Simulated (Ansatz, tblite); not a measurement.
Forces on the cluster C₃ at its r2SCAN-D4/def2-TZVP geometry. Total charge 0; singlet.

The xTB rows come from tblite. The structure comes from a short search, and lower isomers may exist.

GFN1-xTB (tblite), largest force 0.89 eV/Å:

```xyz
3
positions Å, forces eV/Å
C     0.000    0.000    0.000    0.002    0.000    0.000
C    -0.325   -1.230    0.230    0.223    0.846   -0.158
C     0.325    1.230   -0.230   -0.224   -0.846    0.158
```

GFN2-xTB (tblite), largest force 0.34 eV/Å:

```
C 0.000 0.000 0.000
C 0.085 0.321 -0.060
C -0.085 -0.321 0.060
```

PBE0-D4/def2-TZVP (Ansatz), largest force 0.29 eV/Å:

```
C 0.000 0.000 0.000
C 0.071 0.272 -0.051
C -0.072 -0.271 0.051
```
